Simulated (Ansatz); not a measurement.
Results of PBE (Ansatz, an electronic-structure program, plane waves, PAW) for rutile MnO2.

Excerpt of the program's output:

```
Relaxation: its limit of steps is 80 (relax.max_steps)
Crystal: 6 atoms, lattice volume = 55.077 Å³
Basis set: ecut = 520 eV, 1471 PW (Γ), exchange–correlation on 72×72×48 points (8 copies of the dense FFT grid, shifted against one another)
Bands: 36, of which v1, the nominal top of the filled ones, is band 27 counted from 1 (26 counted from 0)
Symmetry: 8 space group operations
Space group: Cmmm (ITA 65), of the structure as read, at distance tolerance 3.8e-5 Å
k-points: 147 of 768
Initial density: superposition of atomic densities (chi_scale 0.1, normalization cell, long waves kept (reshape's long-wave potential 0.00 eV rms))
Functional: x = pbe(κ = 0.804, μ = 0.2195149727645171), c = pbe(β = 0.06672455060314922)
spin=Collinear: Kerker preconditioning applied to the charge; magnetization (m = ρ↑ − ρ↓) channel mixes plain (no charge-response kernel on spin).
SCF 1 converged in 13 iterations: F = -10067.646375 eV  dr2 = 2.21e-8
Crystal: 6 atoms, lattice volume = 55.077 Å³
Initial density: handed on by an earlier stage of this run
spin=Collinear: Kerker preconditioning applied to the charge; magnetization (m = ρ↑ − ρ↓) channel mixes plain (no charge-response kernel on spin).
SCF 2 converged in 5 iterations: F = -10067.646855 eV  dr2 = 6.26e-8
Crystal: 6 atoms, lattice volume = 55.077 Å³
spin=Collinear: Kerker preconditioning applied to the charge; magnetization (m = ρ↑ − ρ↓) channel mixes plain (no charge-response kernel on spin).
SCF 3 converged in 7 iterations: F = -10067.647206 eV  dr2 = 7.09e-8
Crystal: 6 atoms, lattice volume = 55.077 Å³
spin=Collinear: Kerker preconditioning applied to the charge; magnetization (m = ρ↑ − ρ↓) channel mixes plain (no charge-response kernel on spin).
SCF 4 converged in 7 iterations: F = -10067.647207 eV  dr2 = 7.16e-10
Crystal: 6 atoms, lattice volume = 55.077 Å³
spin=Collinear: Kerker preconditioning applied to the charge; magnetization (m = ρ↑ − ρ↓) channel mixes plain (no charge-response kernel on spin).
SCF 5 converged in 5 iterations: F = -10067.647210 eV  dr2 = 1.79e-12
SCF converged after 5 iterations
Magnetization: 0.0000 μB (27.0000 up, 27.0000 down)
Free energy (F): -10067.647210 eV
Internal energy: -10067.646969 eV  (E = F + TS)
E sigma→0 (E₀):  -10067.647089 eV
Fermi energy:    11.062996 eV
--- Forces (eV/Å), atoms counted from 1 ---
  atom   1  Mn    -0.00000000     0.00000000     0.00000000
  atom   2  Mn     0.00000000    -0.00000000     0.00000000
  atom   3  O     -0.00000512    -0.00000512     0.00000000
  atom   4  O      0.00001898    -0.00001898     0.00000000
  atom   5  O     -0.00001898     0.00001898     0.00000000
  atom   6  O      0.00000512     0.00000512     0.00000000
--- Stress (GPa, compression-positive) ---
        4.779963      -0.000643       0.000000
       -0.000643       4.779963       0.000000
        0.000000       0.000000       4.784324
  P = ⅓ Tr σ = 4.7814 GPa (47.814 kbar)
```

Write an input file that could have produced this run (the log leaves some choices open).

Several could match; the one computed here: 
Ansatz 0.2 input:
```yaml
crystal:
  lattice:
    - [4.3945967923, 0.0000004803, 0.0]
    - [0.0000004803, 4.3945967923, 0.0]
    - [0.0, 0.0, 2.851912136]
  atoms:
    - { symbol: Mn, position: [0.0, 0.0, 0.0], spin: 3.0 }
    - { symbol: Mn, position: [0.5, 0.5, 0.5], spin: -3.0 }
    - { symbol: O, position: [0.304358945, 0.304358945, 0.0], spin: 0.0 }
    - { symbol: O, position: [0.8043589537, 0.1956410463, 0.5], spin: 0.0 }
    - { symbol: O, position: [0.1956410463, 0.8043589537, 0.5], spin: 0.0 }
    - { symbol: O, position: [0.695641055, 0.695641055, 0.0], spin: 0.0 }
basis:
  ecutwfc: 520
  ecutrho_ratio: 4
  xc_grid: 2
kpoints:
  mp_grid: { grid: [8, 8, 12] }
hamiltonian:
  xc: pbe
  dispersion: none
  pseudopotentials: { kind: paw }
scf:
  occupations: { method: fermi_dirac, width: 0.01 }
output:
  forces: true
  stress: true
  eigenvalues: true
magnetization:
  spin_polarized: true
relax:
  f_tol: 0.004
  escape_saddle: false
  max_steps: 80
  cell: { stress_tol: 0.02, fix: [volume] }
```

The cell is one volume of an energy–volume scan, off the minimum.

The run is spin-polarised with opposed starting moments, which need not be the measured order.

Note: the gap of the solid is closed in this run. Note: the run finds no gap at this volume, although the solid has one.

The result took very roughly 2.7 core-minutes.
